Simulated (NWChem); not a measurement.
hydrogen chloride (HCl); SMILES Cl

```xyz
2

Cl     0.0000     0.0000     0.0717
H      0.0000     0.0000    -1.2069
```
Atoms are numbered in this order, from 1.

Computed with NWChem. Geometry: optimised at PBE0-D3(BJ)/def2-TZVP. GIAO values for the isolated, static molecule; σ is the absolute isotropic shielding.

Task: What does the run give for Hartree-Fock/pcSseg-0? Quantities: σ Cl1 (ppm); σ H2 (ppm).

Result: 
- σ Cl1 (ppm) = 986.5
- σ H2 (ppm) = 32.46
